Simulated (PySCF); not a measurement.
Compound: 2-methyl-3-oxopropanenitrile, C₄H₅NO.
SMILES with atom numbers: `[CH3:1][C@H:2]([C:3]#[N:4])[CH:5]=[O:6]` (hydrogens: H7, H8, H9 on C1; H10 on C2; H11 on C5)

Torsions of this conformer, `[CH3:1][C@H:2]([C:3]#[N:4])[CH:5]=[O:6]`: C1–C2–C5–O6 -128°.

The closed-shell ground state was solved at several levels (PySCF, density fitting, gas phase, non-relativistic). The structure is a single GFN2-xTB conformer in the gas phase; no vibrational or solvent corrections.

```tsv
level	basis functions	HOMO (eV)	LUMO (eV)	gap (eV)	dipole (D)
PBE0/def2-SVPD	163	-8.28	-1.72	6.56	3.74
CAM-B3LYP/def2-SVPD	163	-9.74	-0.51	9.23	3.78
PBE0/pcSseg-1	127	-8.19	-1.57	6.62	3.68
```

(1) What might B3LYP/pcJ-1 (212 basis functions) give for the same quantities?

(2) Over all these levels, which gives the widest orbital gap and which the narrowest?

(3) How far do the dipole and the HOMO energy spread over the levels?

Results:

(1) HOMO -7.94 eV, LUMO -1.83 eV, gap 6.11 eV, dipole 3.65 D.

(2) CAM-B3LYP/def2-SVPD (range-separated hybrid) has the widest, 9.23 eV, and B3LYP/pcJ-1 (global hybrid, 20 % exact exchange) the narrowest, 6.11 eV. Functional and basis both differ between the two, so the spread mixes both effects.

(3) The dipole runs from 3.65 to 3.78 D (mean 3.71 D) and the HOMO from -9.74 to -7.94 eV.
